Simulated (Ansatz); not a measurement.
Input for Ansatz (development build ahead of 0.2.0):

```yaml
crystal:
  periodic: [false, false, false]
  atoms:
    - { symbol: "N", position_ang: [-0.40234, -0.92069, 0.97161] }
    - { symbol: "N", position_ang: [2.00948, -1.44596, 2.22533] }
basis:
  gaussian: { orbitals: STO-3G }
total_charge: 2
hamiltonian:
  xc: hf
correlation:
  method: fci
  frozen_orbitals: { "N": 1 }
```

The input is written out in the form of the current development build from the run's settings.

The run gave:

```
Converged          : yes
Reference energy   : -106.06232 hartree
Correlation energy : -0.28179 hartree
Total energy       : -106.34412 hartree
State              : lowest singlet root, of any spatial symmetry
```

Caution: other spin multiplicities were not run.
